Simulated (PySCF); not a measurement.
Stepwise substitution at one centre (B Cl-NH2). All species are isolated molecules in the gas phase. Strings in code marks are SMILES.

Method: PySCF with CAM-B3LYP-D3(BJ)/def2-TZVP. All candidates: neutral, multiplicity 1. Delta-SCF ions had no search for a lower state. Excitations are Tamm–Dancoff values on a coarser integration grid. The basis has no diffuse functions, so Rydberg states are missing or too high.

```json
{
 "vertical ionisation energy (Delta-SCF)": "11.58 eV",
 "T1 excitation (TDA)": "5.74 eV",
 "HOMO–LUMO gap": "9.95 eV"
}
```

**Question.** Identify which member has these values.
A) `ClB(Cl)Cl`
B) `NB(N)Cl`
C) `NB(Cl)Cl`

**Answer.** A, `ClB(Cl)Cl`. The others give `NB(Cl)Cl`: 10.98 eV, 6.43 eV, 11.36 eV; `NB(N)Cl`: 9.77 eV, 6.32 eV, 10.22 eV
